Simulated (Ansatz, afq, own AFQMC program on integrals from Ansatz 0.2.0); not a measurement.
## AlNH$_{3}$, doublet: a scan with AFQMC

```yaml
atoms:
  - { symbol: Al, position_ang: [0.0000, 0.0000, 0.5851] }
  - { symbol: N, position_ang: [0.0000, 0.0000, -1.1592] }
  - { symbol: H, position_ang: [0.0000, 1.4073, 1.3050] }
  - { symbol: H, position_ang: [0.0000, -1.4073, 1.3050] }
  - { symbol: H, position_ang: [0.0000, 0.0000, -2.1640] }
```

The Al1–N2 distance is changed with both sides rigid. Energies in kJ/mol count from this geometry (1.744 Å) at the same level; the start stands on UHF, each point on the determinant named.

Basis cc-pVDZ. Noble-gas cores (and the filled d shells of Ga–Kr and In–Xe) are frozen. Integrals, coupled cluster, full CI and functionals: Ansatz 0.2.0; the random walks run on the same integrals in our own AFQMC program. ph-AFQMC/CISD is guided by a CISD state made of CCSD amplitudes; releasing the constraint for a short imaginary time cuts its bias at the price of noise, slowly where states lie close. ± is one standard error of the sampling.

Cautions, each for one point or more: cluster runs in doubt by the program's own checks; higher spins were not checked; released walk and highest rung disagree; the ph-AFQMC/CISD walk drifts between its halves; unrestricted determinant slightly spin contaminated; unrestricted determinant spin contaminated; walk and cluster series may follow different spin states.

| r(Al1–N2) / Å | det. | T1 | weight | ⟨S²⟩ | CCSD(T) | ph-AFQMC/CISD | released AFQMC | CCSDT(Q) | B2PLYP | r2SCAN |
| --- | --- | --- | --- | --- | --- | --- | --- | --- | --- | --- |
| 1.608 | UHF | 0.020 | 0.89 | 0.76 | 43.2 | 42.0 ± 1.4 | 43.7 ± 2.4 | 43.2 | 39.0 | 36.4 |
| 1.927 | UHF | 0.020 | 0.89 | 0.77 | 19.4 | 19.7 ± 1.4 | 21.9 ± 2.3 | 19.0 | 22.7 | 24.2 |
| 2.378 | UHF | 0.032 | 0.87 | 0.80 | 191.9 | 192.3 ± 2.3 | 189.9 ± 3.2 | 188.4 | 196.6 | 194.7 |
| 3.240 | UHF†¶ | 0.011 | 0.90 | 1.77 | 341.8 | 350.9 ± 1.1 | 348.6 ± 1.9* | 336.7 | 365.6§ | 374.8§ |
| 4.647 | UHF†¶ | 0.011 | 0.91 | 1.77 | 322.5 | 327.4 ± 1.2 | 323.3 ± 2.0* | 324.0 | 350.5§ | 362.1§ |

Weight is that of the determinant in the CISD state; at the start T1 is 0.019 and the weight 0.89, and ⟨S²⟩ is 0.76. ¶ marks points with a poor determinant and no full CI, where no value is sure; they don't count among the departures. An asterisk marks released energies that aren't shown to be converged. A dagger marks points whose determinant fills other symmetries than the start's, so the wave-function levels may follow another state there, or a degenerate partner. § marks a functional whose ⟨S²⟩ is too high by over 0.1. Largest departures from CCSDT(Q), at the points where its series has closed: CCSD(T) 3.5 kJ/mol at 2.378 (on UHF), ph-AFQMC/CISD 3.9 kJ/mol at 2.378 (on UHF) (within the noise), released AFQMC 2.8 kJ/mol at 1.927 (on UHF) (within the noise), B2PLYP 8.2 kJ/mol at 2.378, r2SCAN -6.8 kJ/mol at 1.608. Functionals count only at points shown to share the start's state and spin. In this small basis the wave-function levels are far from their limit, so their gap to the functionals isn't the functionals' error.

Some points may be missing: those where a free walk finds a much lower state, and past Zn most of those on another determinant than at the start.

CCSDT and higher add their correlation energy to the determinant of the CCSD(T) run, since their own runs factorise the integrals more tightly (a shift of under 2 meV). A walk keeps the symmetry of its determinant, which the program's search chose and which needn't be the lowest solution, so a lower state of the same spin and another symmetry isn't excluded.
